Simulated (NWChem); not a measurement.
# triplet C2H3F: levels of theory compared

We compute a comparison of 3 runs (UHF/STO-3G, UHF/3-21G, UB3LYP/6-31G*) of triplet C2H3F. 

Program for the calculation: NWChem 7.3.0.

45 further runs of the same task are left out: 45 set aside as unsound or not needed.

### Step 1. The structure to begin with

The species is C2H3F (6 atoms), meant as a triplet with charge 0. SMILES of the parent species: `C=CF`. The shape is that of a PBE0-D4/def2-TZVP optimisation. That shape belongs to the parent species and isn't relaxed for this state.

Bond lengths: C1–C2 1.316 Å, C2–F3 1.336 Å, C1–H4 1.082 Å, C1–H5 1.081 Å, C2–H6 1.084 Å. Angles: C1–C2–F3 122.3°, C1–C2–H6 125.7°, F3–C2–H6 112.0°, C2–C1–H4 121.6°, C2–C1–H5 119.2°, H4–C1–H5 119.2°.

### Step 2. A single-point energy at UHF/STO-3G (run 1)

mol.nw

```
start mol
title "C2H3F hf"
memory 2200 mb
geometry units bohr noautosym nocenter noautoz
   C     -1.01327115     0.14437508    -0.83677073
   C      0.92596580    -0.03080254     0.71167086
   F      1.82585338    -2.25330943     1.50327713
   H     -1.97268510    -1.51801700    -1.54315035
   H     -1.66333693     1.99196031    -1.41672768
   H      1.97684250     1.54466213     1.49420645
end
basis "ao basis" spherical bse
   C library STO-3G
   F library STO-3G
   H library STO-3G
end
scf
   nopen 2
   uhf
   thresh 1e-08
   maxiter 80
end
task scf energy
```

Run with:

```
nwchem mol.nw > mol.out
```

Standard output:

```text
[...]
  functions       =    18
[...]
  wavefunction    = UHF
[...]
         Total SCF energy =   -174.394282589283
      One electron energy =   -375.874136769184
      Two electron energy =    133.686556303501
 Nuclear repulsion energy =     67.793297876400
                       Sz =      1.0000
                 Sz(Sz+1) =      2.0000
                      S^2 =      2.0199
[...]
```

Wall time 1.4 s (1 thread of Intel Xeon Platinum 8488C (Sapphire Rapids), shared host); peak memory 0.097 GiB.

### Step 3. The energy at UHF/3-21G (run 2)

a.nw

```
start a
memory 2200 mb

geometry noautosym nocenter noautoz
  C     -0.536200     0.076400    -0.442800
  C      0.490000    -0.016300     0.376600
  F      0.966200    -1.192400     0.795500
  H     -1.043900    -0.803300    -0.816600
  H     -0.880200     1.054100    -0.749700
  H      1.046100     0.817400     0.790700
end

basis spherical bse
  * library 3-21G
end

scf
  triplet
  uhf
  thresh 1e-08
  maxiter 80
  noprint "final vectors analysis"
end

task scf energy
```

Run with:

```
nwchem a.nw > a.out
```

Standard output:

```text
[...]
  functions       =    33
[...]
  wavefunction    = UHF
[...]
         Total SCF energy =   -175.780632471510
      One electron energy =   -376.018865489806
      Two electron energy =    132.444930288567
 Nuclear repulsion energy =     67.793302729728
                       Sz =      1.0000
                 Sz(Sz+1) =      2.0000
                      S^2 =      2.0198
[...]
```

Run time: 1.4 s. Hardware: 1 thread of Intel Xeon Platinum 8488C (Sapphire Rapids), shared host; peak memory 0.097 GiB.

### Step 4. The energy at UB3LYP/6-31G(d) (Cartesian functions) (run 3)

job.nw

```
start job
title "C2H3F"
memory stack 880 mb heap 220 mb global 1100 mb
geometry units bohr noautosym nocenter noautoz
  C     -1.01327115     0.14437508    -0.83677073
  C      0.92596580    -0.03080254     0.71167086
  F      1.82585338    -2.25330943     1.50327713
  H     -1.97268510    -1.51801700    -1.54315035
  H     -1.66333693     1.99196031    -1.41672768
  H      1.97684250     1.54466213     1.49420645
end
basis
  C library 6-31G*
  F library 6-31G*
  H library 6-31G*
end
dft
  xc b3lyp
  mult 3
  grid xfine
  convergence energy 1e-08
  iterations 100
  mulliken
end
task dft
```

Run with:

```
nwchem job.nw > job.out
```

Standard output:

```text
[...]
          Wavefunction type:  spin polarized.
          No. of atoms     :     6
          No. of electrons :    24
[...]
          Charge           :     0
          Spin multiplicity:     3
[...]
          AO basis - number of functions:    51
[...]
              XC Information
              --------------
                         B3LYP Method XC Potential
                     Hartree-Fock (Exact) Exchange  0.200
                        Slater Exchange Functional  0.800 local
                    Becke 1988 Exchange Functional  0.720 non-local
              Lee-Yang-Parr Correlation Functional  0.810
                  VWN I RPA Correlation Functional  0.190 local
[...]
 d= 0,ls=0.0,diis     1   -177.5985892807 -2.45D+02  1.02D-02  1.21D-01     2.0
[...]
 d= 0,ls=0.0,diis    10   -177.6483246738 -3.86D-09  1.01D-06  5.24D-09    19.6
[...]
         Total DFT energy =     -177.648324673848
      One electron energy =     -377.504481485235
           Coulomb energy =      154.538097773362
    Exchange-Corr. energy =      -22.475238838374
 Nuclear repulsion energy =       67.793297876400
[...]
      Total Density - Mulliken Population Analysis
     ---------------------------------------------
    Atom       Charge   Shell Charges
 -----------   ------   -------------------------------------------------------
    1 C    6     6.35   1.99  0.70  2.10  0.60  0.95  0.02
    2 C    6     5.87   1.99  0.70  2.03  0.45  0.66  0.04
    3 F    9     9.24   1.99  0.95  3.31  0.95  1.97  0.06
    4 H    1     0.83   0.52  0.31
    5 H    1     0.84   0.52  0.31
    6 H    1     0.87   0.53  0.34
[...]
      <S2> =      2.0064 (Exact =     2.0000)
[...]
```

Run time: 20 s. Hardware: 1 thread of Intel Xeon Platinum 8488C (Sapphire Rapids), shared host; peak memory 0.13 GiB.

### Step 5. All runs side by side

| run | level | Cartesian functions | iteration cap | energy (Eh) | dipole moment (D) | HOMO energy (eV) | ⟨S²⟩ | wall time |
| --- | --- | --- | --- | --- | --- | --- | --- | --- |
| 1 | UHF/STO-3G | no | 80 | -174.394283 | 0.95 | -4.89 | 2.020 | 1.4 s |
| 2 | UHF/3-21G | no | 80 | -175.780632 | 1.88 | – | 2.020 | 1.4 s |
| 3 | UB3LYP/6-31G* (Cartesian functions) | yes | 100 | -177.648325 | 1.18 | -2.46 | 2.006 | 20 s |

### Step 6. What came out

| quantity | value |
| --- | --- |
| run 3: total energy | -177.64832 Eh |
| run 3: dipole moment | 1.18 D |
| run 3: HOMO energy (highest over α and β) | -2.46 eV |
| run 3: ⟨S²⟩ | 2.006 |

The dipole moment (its size) runs from 0.95 D (UHF/STO-3G) to 1.88 D (UHF/3-21G). In run 1 the basis is minimal, so the values are rough. All runs together took 23 s, the longest 20 s.
